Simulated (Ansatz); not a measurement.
Consider the deprotonation: CH₃SH → `C[S-]` + H⁺.

Gas-phase electronic energies from Ansatz, PBE0-D4/def2-TZVP geometries. CBS: def2 TZ/QZ extrapolation, frozen cores. Functionals use def2-TZVPP. B3LYP here is the variant with VWN-RPA as its local correlation; programs differ in this. Anions take the def2 sets with diffuse functions and neutrals don't, so finite-basis rows favour the anion.

```tsv
species	B3LYP-D4 energy (Eh)
CH₃SH	-438.75655
`C[S-]`	-438.18013
H⁺	0.00000
```

Question: Work out ΔE.

Answer: ΔE = (-438.18013) + (0.00000) − (-438.75655) = 0.57642 Eh = +15.69 eV. CCSD(T)/CBS gives +15.77 eV.

Largest T1 diagnostic among the species: 0.010.

From PBE to PBE0 (25 % exact exchange), in def2-TZVPP and without D4, ΔE moves by +0.11 eV. Leaving LDA and LC-ωPBE aside and taking each functional with its dispersion term where it has one, the values, not all of them listed here, spread over 0.19 eV, from BLYP-D4 to ωB97X-V. LDA lies −0.28 eV from PBE without D4. In def2-TZVPP, CCSD(T) changes the Hartree–Fock value by −0.14 eV (the triples alone add −0.06 eV) and MP2 by −0.24 eV.
